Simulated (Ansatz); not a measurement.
# C3H4FN: the cost of one run

All numbers below are computed with Ansatz 0.2.0 (RKS PBE-D4/def2-SVP).

1 further run of the same task is left out (it didn't finish).

## Step 1: The structure to begin with

Bond lengths: N1–C2 1.403 Å, C2–C3 1.312 Å, C3–C4 1.246 Å, C4–F5 1.402 Å, N1–H6 1.073 Å, N1–H7 0.986 Å, C2–H8 1.055 Å, C4–H9 1.118 Å. Angles: N1–C2–C3 123.3°, N1–C2–H8 112.8°, C3–C2–H8 123.6°, C2–N1–H6 108.3°, C2–N1–H7 114.5°, H6–N1–H7 111.8°, C2–C3–C4 174.5°, C3–C4–F5 118.5°, C3–C4–H9 131.4°, F5–C4–H9 109.6°.

Structure file:

```xyz
9

N     1.5567   -0.6552   -0.5355
C     0.2193   -0.8601   -0.1626
C    -0.5554    0.0947    0.2938
C    -1.1939    1.0487    0.7784
F    -2.2967    1.5447    0.0696
H     1.6765    0.3755   -0.8090
H     1.8827   -1.2617   -1.2408
H    -0.0620   -1.8769   -0.1903
H    -1.1387    1.5439    1.7793
```

## Step 2: End point A

File input.yaml:

```yaml
crystal:
  periodic: [false, false, false]
  atoms:
    - { symbol: "N", position_ang: [1.5567, -0.6552, -0.5355] }
    - { symbol: C, position_ang: [0.2193, -0.8601, -0.1626] }
    - { symbol: C, position_ang: [-0.5554, 0.0947, 0.2938] }
    - { symbol: C, position_ang: [-1.1939, 1.0487, 0.7784] }
    - { symbol: F, position_ang: [-2.2967, 1.5447, 0.0696] }
    - { symbol: H, position_ang: [1.6765, 0.3755, -0.809] }
    - { symbol: H, position_ang: [1.8827, -1.2617, -1.2408] }
    - { symbol: H, position_ang: [-0.062, -1.8769, -0.1903] }
    - { symbol: H, position_ang: [-1.1387, 1.5439, 1.7793] }
basis:
  gaussian: { orbitals: def2-SVP }
hamiltonian:
  xc: pbe
  dispersion: d4
relax:
  f_tol: 0.015
  max_steps: 40
output:
  orbitals: {}
```

Command:

```bash
$ ansatz run input.yaml --threads 1 --pin off --max-ram 2048MiB --backend cpu --events-out ev --progress --plain --runs-dir out
```

What time and memory should one allow on 1 thread of Arm Neoverse V1, shared host?

About 28 s, with a peak of 0.12 GiB.
